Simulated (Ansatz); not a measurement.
Born–Oppenheimer molecular dynamics of H4OSi (6 atoms, charge 0, multiplicity 1). It starts at the highest image of a converged band. Of that band: Beside the main top the profile has a ripple of under 15 meV (maxima at images 1, 4), which may be a very shallow well or noise. Neighbouring images differ by up to 2.1 eV, so the band resolves the path poorly. A vibrational analysis at the climbing image gives one clearly imaginary mode, 1499i cm⁻¹: a first-order saddle point.

Computed with RKS PBE0-D4/6-31G* in Ansatz.

| Item | Value |
| --- | --- |
| ensemble | NVE (velocity Verlet) |
| time step | 0.5 fs |
| steps asked | 200 |
| starting velocities drawn for | 300 K |
| seed | 3832 |

First frame:

```xyz
6
Properties=species:S:1:pos:R:3
Si 0.166 0.035 -0.341
O 0.684 0.205 1.499
H 0.563 -0.638 1.969
H 1.530 -0.007 0.555
H -0.711 1.231 -0.552
H -0.811 -1.107 -0.312
```

(1) How far do the bonds stretch over the last three quarters of this one trajectory? (Pairs bonded in most of those frames.)

Answers

(1) 
| bond | mean (Å) | spread (Å) | shortest | longest |
| --- | --- | --- | --- | --- |
| Si1–H5 | 1.545 | 0.027 | 1.49 | 1.60 |
| Si1–H6 | 1.534 | 0.021 | 1.49 | 1.57 |
| O2–H3 | 0.973 | 0.022 | 0.93 | 1.02 |
| O2–H4 | 0.979 | 0.034 | 0.92 | 1.03 |

Pairs bonded in part of these frames only: Si1–O2 11 %.

Mean temperature of the second half: 773 K. The conserved energy stayed within 0.3 meV per atom of its start (net change -0.1 meV per atom), so the integration is sound. The kinetic energy rose, since the run started high on the potential surface and went downhill. It ends in pieces (H2O + H2Si), so much of that is their flight and rotation, not heat. A run of 0.1 ps of so small a system gives no equilibrium averages. The orbitals stay closed-shell, which can raise the energy where a bond breaks towards radicals; this wasn't checked here.

Run time: 3.9 min on 1 thread of Intel(R) Xeon(R) Platinum 8259CL CPU @ 2.50GHz (Skylake/Cascade Lake), with other jobs on the host, peak memory 0.1 GiB.
